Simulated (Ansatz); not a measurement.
**SiH₄+ (doublet): from Hartree-Fock to the top rungs, cc-pVTZ**

The task here is to estimate one member of a computed series from the others.

Method: cc-pVTZ, core rule «outside noble gas», up to 5 orbitals frozen; program: Ansatz 0.2.0, Gaussian basis.

To be run: UHF; CCSD(T) on ROHF; CCSD(T) on UHF; BCCD(T) on ROHF; CCSDT(Q) on ROHF; CCSDT(Q) on UHF; CASSCF and MRCISD+Q, 7 electrons in 8 orbitals; CASSCF and NEVPT2, 7 electrons in 8 orbitals.

5 further runs of the same task are left out: 5 set aside as unsound or not needed.

## The system

The geometry is a PBE0/def2-TZVP stationary point (not a proven minimum) of the parent state, kept for this charge and spin.

5 atoms, charge 1, spin multiplicity 2.

Atoms are counted from 1 here; the program's logs count them from 0.

Bond lengths: Si1–H2 1.529 Å, Si1–H3 1.529 Å, Si1–H4 1.529 Å, Si1–H5 1.529 Å. Angles: H2–Si1–H3 90.0°, H2–Si1–H4 90.0°, H2–Si1–H5 180.0°, H3–Si1–H4 180.0°, H3–Si1–H5 90.0°, H4–Si1–H5 90.0°.

Coordinates:

```xyz
5

Si    0.0000    0.0000    0.0000
H    -0.0115    1.0851    1.0776
H    -0.0165   -1.0776    1.0850
H     0.0165    1.0776   -1.0850
H     0.0115   -1.0851   -1.0776
```

Set-up of the first run:

File in.yaml:

```yaml
crystal:
  periodic: [false, false, false]
  atoms:
    - {symbol: Si, position_ang: [0.000000, 0.000000, 0.000000]}
    - {symbol: H, position_ang: [-0.011525, 1.085107, 1.077576]}
    - {symbol: H, position_ang: [-0.016497, -1.077632, 1.084987]}
    - {symbol: H, position_ang: [0.016497, 1.077632, -1.084987]}
    - {symbol: H, position_ang: [0.011525, -1.085107, -1.077576]}
basis:
  gaussian: {orbitals: cc-pVTZ}
total_charge: 1
magnetization: {spin_polarized: true, initial_magnetization: 1}
hamiltonian: {xc: hf}
output: {orbitals: {seedname: orbitals}}
```

Started as:

```
> ansatz run in.yaml --threads 1 --pin off --events-out ev --progress --plain --max-ram 2560MiB --backend cpu
```

Among the steps run: UHF; CCSD(T) on ROHF; CCSD(T) on UHF; BCCD(T) on ROHF; CCSDT(Q) on ROHF; CCSDT(Q) on UHF; CASSCF and MRCISD+Q, 7 electrons in 8 orbitals; CASSCF and NEVPT2, 7 electrons in 8 orbitals.

One table of the session follows, with a row left open; its other results are not shown here.

```
          method  from UCCSDT(Q) (meV)
            ROHF               +4590.7
             UHF               +4261.7
            RMP2                +936.0
            UMP2                +973.7
           RCCSD                +143.9
           UCCSD                +137.0
        RCCSD(T)                 +27.4
        UCCSD(T)                 +29.2
         BCCD(T)                     ?
          RCCSDT                  +3.1
          UCCSDT                  +2.8
       RCCSDT(Q)                  +0.2
       UCCSDT(Q)                     0
  CASSCF valence               +2769.4
  NEVPT2 valence                +679.7
  MRCISD valence                +133.2
MRCISD+Q valence                  +1.5
```

**Question.** Estimate the row for BCCD(T).

The run gave: from UCCSDT(Q) (meV): +28.3. In the column «from UCCSDT(Q) (meV)» it lies between RCCSD(T) (+27.4) and UCCSD(T) (+29.2).

Limits of these values: Restricted and unrestricted rows rest on different reference determinants; where their highest levels disagree by more than a few hundredths of an eV, they describe different states and don't form one ladder.
